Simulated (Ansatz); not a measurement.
C₂H₂ClFO, SMILES `O/C=C(/F)Cl`. Total charge 0; spin multiplicity 1.

```tsv
atom	x (Å)	y (Å)	z (Å)
O1	0.324	-0.816	1.294
C2	0.142	0.309	0.579
C3	-0.176	0.367	-0.707
F4	-0.341	1.518	-1.348
Cl5	-0.411	-1.019	-1.682
H6	0.186	-1.580	0.720
H7	0.276	1.222	1.144
```

Task: Give the diagnostics of a CCSD(T)/def2-TZVPP run (frozen core, the Gaussian-basis code of Ansatz). (An estimate is asked.)

Result: The calculation gave: T1 = 0.0123, largest single amplitude 0.030, largest double 0.092, (T) share of the correlation energy 4.0 %, 9 CCSD cycles. The RHF solution is stable towards an unrestricted one. T1 lies under the customary mark of 0.02 for closed shells.
